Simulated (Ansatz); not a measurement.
# BH3O: the cost of one run

All numbers below are computed with Ansatz 0.2.0 (RKS B3LYP/def2-TZVP).

## (1) The starting structure

Bond lengths: B1–O3 1.610 Å, O3–H4 1.010 Å, B1–H5 1.190 Å. Angles: B1–O3–H4 106.4°, O3–B1–H5 155.0°.

As a file:

```xyz
5

B     0.0000    0.0000    0.0000
H     0.7099    0.0000    1.1951
O     1.6038    0.0000    0.1408
H     1.9037   -0.9519   -0.0141
H    -1.0305    0.0000   -0.5950
```

## (2) Pulling towards end A

Springs on the bonds that form and break draw the guess towards this end; the thresholds are loose.

File input.yaml:

```yaml
crystal:
  periodic: [false, false, false]
  atoms:
    - { symbol: B, position_ang: [0.0, 0.0, 0.0] }
    - { symbol: H, position_ang: [0.7099, 0.0, 1.1951] }
    - { symbol: O, position_ang: [1.6038, 0.0, 0.1408] }
    - { symbol: H, position_ang: [1.9037, -0.9519, -0.0141] }
    - { symbol: H, position_ang: [-1.0305, 0.0, -0.595] }
basis:
  gaussian: { orbitals: def2-TZVP }
hamiltonian:
  xc: b3lyp
relax:
  f_tol: 0.15
  max_steps: 25
  restrain:
    - { distance: [1, 2], at: 2.21, k: 30.0 }
    - { distance: [0, 1], at: 1.19, k: 30.0 }
    - { distance: [0, 2], at: 1.41, k: 30.0 }
```

On the command line:

```bash
$ ansatz run input.yaml --threads 2 --pin off --max-ram 3072MiB --backend cpu --events-out ev --progress --plain --runs-dir out
```

**Question.** How long does this run take on 2 threads of Arm Neoverse V2, shared host, and how much memory does it need?

About 5.5 s, with a peak of 0.11 GiB.
